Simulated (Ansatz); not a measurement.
**SiH2 (singlet): wave-function methods side by side at scale of all distances = 1.980, cc-pVDZ**

How much of the correlation energy of SiH2 (singlet) does each wave-function method recover here?

Method: cc-pVDZ, core rule «outside noble gas», up to 5 orbitals frozen; program: Ansatz 0.2.0, Gaussian basis.

Plan: UHF; CCSD(T) on RHF; CCSD(T) on UHF; BCCD(T) on RHF; CISD; CCSDT(Q) on RHF; CCSDT(Q) on UHF; CISDTQ; CCSDTQ on RHF; CASSCF and MRCISD+Q, 2 electrons in 2 orbitals; CASSCF and NEVPT2, 2 electrons in 2 orbitals; CASSCF and MRCISD+Q, 6 electrons in 6 orbitals; CASSCF and NEVPT2, 6 electrons in 6 orbitals; Full CI.

16 further runs of the same task are left out: 2 for a mislabelled method, 10 that didn't finish, 4 set aside as unsound or not needed.

**1. What is computed**

The geometry derives from a PBE0/def2-TZVP stationary point (not a proven minimum). All distances are scaled together.

3 atoms, charge 0, spin multiplicity 1.

Atoms are counted from 1 here; the program's logs count them from 0.

No contacts short enough for the rule that draws bonds.

**2. UHF**

File in.yaml:

```yaml
crystal:
  periodic: [false, false, false]
  atoms:
    - {symbol: Si, position_ang: [0.000000, -0.141524, 0.000000]}
    - {symbol: H, position_ang: [0.000000, 1.971737, -2.158224]}
    - {symbol: H, position_ang: [0.000000, 1.971737, 2.158224]}
basis:
  gaussian: {orbitals: cc-pVDZ}
magnetization: {spin_polarized: true, initial_magnetization: 0}
hamiltonian: {xc: hf}
output: {orbitals: {seedname: orbitals}}
```

Run with:

```console
$ ansatz run in.yaml --threads 1 --pin off --events-out ev --progress --plain --max-ram 2393MiB
```

The runs that follow: CCSD(T) on RHF; CCSD(T) on UHF; BCCD(T) on RHF; CISD; CCSDT(Q) on RHF; CCSDT(Q) on UHF; CISDTQ; CCSDTQ on RHF; CASSCF and MRCISD+Q, 2 electrons in 2 orbitals; CASSCF and NEVPT2, 2 electrons in 2 orbitals; CASSCF and MRCISD+Q, 6 electrons in 6 orbitals; CASSCF and NEVPT2, 6 electrons in 6 orbitals; Full CI.

**Question.** What will the summary of the whole plan be? Wanted: FCI below the RHF energy; RMP2 from FCI; UMP2 from FCI; RCCSD from FCI; RCCSD(T) from FCI; UCCSD(T) from FCI; RCCSDT(Q) from FCI; UCCSDT(Q) from FCI; NEVPT2 valence from FCI.

As calculated:

```
                         quantity                                           value
         FCI below the RHF energy                                      -5.8947 eV
                    RMP2 from FCI                                   +237.6 kJ/mol
                    UMP2 from FCI                                    +95.5 kJ/mol
                   RCCSD from FCI                                    +38.6 kJ/mol
                RCCSD(T) from FCI                                     -3.7 kJ/mol
                UCCSD(T) from FCI                                    +23.2 kJ/mol
               RCCSDT(Q) from FCI                                     -0.2 kJ/mol
               UCCSDT(Q) from FCI                                     +6.3 kJ/mol
          NEVPT2 valence from FCI                                    +41.9 kJ/mol
        MRCISD+Q valence from FCI                                     -1.1 kJ/mol
levels within 1 kcal/mol (43 meV)  RCCSD(T), RCCSDT(Q), RCCSDTQ, MRCISD+Q valence
                    T1 diagnostic                                           0.081
   effectively unpaired electrons                                            2.10
```

RCCSD(T) misses by -3.7 kJ/mol, 0.6 % of the correlation energy. CCSD(T) misses by -3.7 kJ/mol on the restricted determinant and by +23.2 kJ/mol on the unrestricted one; the two need not hold the same state or core. RCCSD(T), BCCD(T), RCCSDT, RCCSDT(Q), RCCSDTQ, MRCISD+Q valence fall below full CI, which methods that aren't variational can do. The occupations show strong static correlation (2.1 unpaired electrons where one determinant has 0). Coupled cluster on one determinant still stays close here. Of the multireference levels listed MRCISD+Q valence comes nearest in total energy (-1.1 kJ/mol), which doesn't show that its space is the better one. These misses are within one basis, not against nature.
